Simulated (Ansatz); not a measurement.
**Relaxing Ti2Co**

Theory: DFT r2SCAN, scalar-relativistic, plane waves, PAW (Ansatz). Cutoff 500 eV, Γ-centred k mesh, Gaussian smearing, collinear spin, first started from parallel moments.

The start is a database structure of Ti2Co, space group Fd-3m (No. 227).

```
Ti Co
1.0
     0.00000    3.36500    3.36500
     3.36500    0.00000    3.36500
     3.36500    3.36500    0.00000
Ti Co
4 2
Direct
  0.12500 0.12500 0.12500
  0.62500 0.12500 0.12500
  0.12500 0.12500 0.62500
  0.12500 0.62500 0.12500
  0.50000 0.50000 0.50000
  0.75000 0.75000 0.75000
```

Steps on the 4×4×4 mesh (6 atoms). 5 of 5 steps are shown, and the free energy counts from the last. Trial steps that were taken back and renewals of the plane-wave basis can be among the rows.

```
step  ΔF (meV/atom) V (Å³/atom) P (GPa)
   1          155.2        12.70    24.25
   2           24.0        14.07     7.90
   3            2.9        14.84     1.36
   4            2.3        15.03    -0.02
   5            0.0        15.03     0.02
```

A final relaxation ran on a 10×10×10 mesh. The relaxed crystal, Fd-3m (No. 227):

Space group Fd-3m:1 (No. 227). a = 7.129 Å, b = 7.129 Å, c = 7.129 Å, α = 90.00°, β = 90.00°, γ = 90.00°
| atom | site | symmetry | x | y | z |
| --- | --- | --- | --- | --- | --- |
| Ti | 16d | .-3m | 0.1250 | 0.6250 | 0.1250 |
| Co | 8a | -43m | 0.5000 | 0.0000 | 0.5000 |

```json
{"Volume per atom": "15.10 Å³", "Density": "5.67 g/cm³", "Energy over the elements": "0.48 eV/atom", "Gap on the 10×10×10 mesh": "0 eV (a metal)", "Net moment per atom": "0.81 μB", "Largest site moment": "1.76 μB"}
```

Energies over the elements count from the elements' standard structures at the same level, with no empirical corrections.

The final run used a 10×10×10 mesh on its 6-atom cell and 0.10 eV smearing. For metals, differences of a few meV/atom aren't resolved. The magnetic state reached may not be the lowest.

A structure relaxed within its symmetry needn't be a true minimum.

Cost: 3 runs of about 6.8 core-minutes in all, on Arm Neoverse V2 (shared hosts).